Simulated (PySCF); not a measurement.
**HSF₃, a complex of two parts: interaction energy**

An exercise on one series of results from a longer session: the logs are not shown, and one member is left open.

Programs: PySCF 2.14.0. All values are calculated, for the isolated system unless a continuum is named. Atoms count from 0, parts from 1.

### Starting point

5 atoms, charge 0, multiplicity 1; geometry: GFN2-xTB. Parts: 1 = atoms 0–2, `FSF`, charge 0; 2 = atoms 3–4, `F`, charge 0.

The first run:

The job: settings as JSON, then the geometry in Å.

```
{"job": {"xc": "PBE0", "basis": "def2-TZVPD", "d3": "d3bj", "grid": 3, "kind": "geom", "shake": 0.01}, "charge": 0, "multiplicity": 1, "parts": [{"atoms": "0-2", "charge": 0, "multiplicity": 1}, {"atoms": "3-4", "charge": 0, "multiplicity": 1}]}
F     -0.912907    -0.368754     0.050850
S      0.086641     0.926189    -0.012699
F      1.462580     0.035350    -0.069835
F      2.021284     2.622001    -0.090107
H      2.735664     2.052928    -0.094342
```

Run with:

```bash
$ OMP_NUM_THREADS=1 python cluster_run.py task.json out
```

The driver reads the jobs from task.json and runs them one after another.

Among the steps run: Geometry optimisation at PBE0-D3(BJ)/def2-TZVPD; Coupled-cluster interaction energy: CCSD(T) and MP2, 2.93 Å; Coupled-cluster interaction energy: CCSD(T) and MP2, 3.08 Å; Coupled-cluster interaction energy: CCSD(T) and MP2, 3.23 Å; Coupled-cluster interaction energy: CCSD(T) and MP2, 2.79 Å; Coupled-cluster interaction energy: CCSD(T) and MP2, 3.67 Å; Coupled-cluster interaction energy: CCSD(T) and MP2, 2.64 Å; Coupled-cluster interaction energy: CCSD(T) and MP2, 4.40 Å; Coupled-cluster interaction energy: CCSD(T) and MP2, 5.87 Å.

One table of the session follows, with a row left open; its other results are not shown here.

It belongs to the step «Coupled-cluster interaction energy: CCSD(T) and MP2, 5.87 Å». 

| method | interaction energy (kcal/mol) |
| --- | --- |
| HF/aug-cc-pVDZ | -0.242 |
| MP2/aug-cc-pVDZ | -0.209 |
| CCSD/aug-cc-pVDZ | -0.216 |
| CCSD(T)/aug-cc-pVDZ | -0.211 |
| HF/aug-cc-pVQZ | -0.236 |
| MP2/aug-cc-pVQZ | -0.205 |
| SCS-MP2/aug-cc-pVQZ | ? |
| MP2, extrapolated | -0.206 |
| CCSD(T), limit estimate | -0.208 |

Estimate the missing values for SCS-MP2/aug-cc-pVQZ.

**Answer.** interaction energy (kcal/mol): -0.203. In the column «interaction energy (kcal/mol)» it is the highest.
